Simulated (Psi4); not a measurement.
Process, species as SMILES: [SiH4] (SiH4) → [SiH3-] + H+
B3LYP-D3(BJ)/def2-TZVP geometries, fixed; electronic energies without zero-point terms.

How fast the deprotonation energy converges with the basis for several methods (Psi4): deviation from each method's own reference, in kcal/mol. References: HF 386.73 kcal/mol, the value in aug-cc-pV(Q+d)Z; MP2 380.19 kcal/mol, Hartree-Fock in aug-cc-pV(Q+d)Z plus the correlation part extrapolated as X^-3 from aug-cc-pV(T+d)Z and aug-cc-pV(Q+d)Z; PBE 373.66 kcal/mol, the value in aug-cc-pV(Q+d)Z; wB97X-V 381.52 kcal/mol, the value in aug-cc-pV(Q+d)Z. All functions are spherical. Density fitting with the program's default auxiliary sets. In correlated methods cores are frozen. Psi4's default fitting sets serve the pcseg sets less well. No added dispersion term, no relativity. Functionals ending in -V hold VV10 correlation. 

| basis | functions | HF | MP2 | PBE | wB97X-V |
|---|---|---|---|---|---|
| 3-21G | 21 | -8.47 | 1.09 | ? | -2.12 |
| pcseg-1 | 38 | -0.23 | 6.12 | ? | 0.16 |
| 6-311+G** | 54 | -1.65 | 4.73 | ? | -1.31 |
| def2-SVPD | 56 | 1.80 | 3.41 | ? | 1.72 |
| aug-pcseg-1 | 63 | -2.19 | 0.47 | ? | -2.00 |
| 6-311++G(2d,2p) | 75 | -0.58 | 1.72 | ? | -0.59 |
| pcseg-2 | 90 | 0.87 | 6.29 | ? | 0.59 |
| jun-cc-pV(T+d)Z | 104 | -0.47 | 0.57 | ? | -0.49 |
| 6-311++G(3df,3pd) | 119 | -0.27 | 0.78 | ? | -0.33 |
| aug-pcseg-2 | 142 | -0.30 | 1.31 | ? | -0.32 |
| pcseg-3 | 196 | 0.27 | 1.62 | ? | 0.10 |
| aug-pcseg-3 | 285 | 0.01 | 0.56 | ? | -0.07 |

**Question.** What belongs in the gaps?

**Answer.** 
- 3-21G, PBE: 3.06
- pcseg-1, PBE: 1.61
- 6-311+G**, PBE: -0.83
- def2-SVPD, PBE: 2.93
- aug-pcseg-1, PBE: -1.95
- 6-311++G(2d,2p), PBE: -0.45
- pcseg-2, PBE: 1.37
- jun-cc-pV(T+d)Z, PBE: -0.46
- 6-311++G(3df,3pd), PBE: -0.30
- aug-pcseg-2, PBE: -0.46
- pcseg-3, PBE: 0.29
- aug-pcseg-3, PBE: -0.20

Mean absolute deviation over 6-311+G**, 6-311++G(2d,2p), pcseg-2, jun-cc-pV(T+d)Z, 6-311++G(3df,3pd), aug-pcseg-2: wB97X-V 0.60, PBE 0.64, HF 0.69, MP2 2.56 kcal/mol.
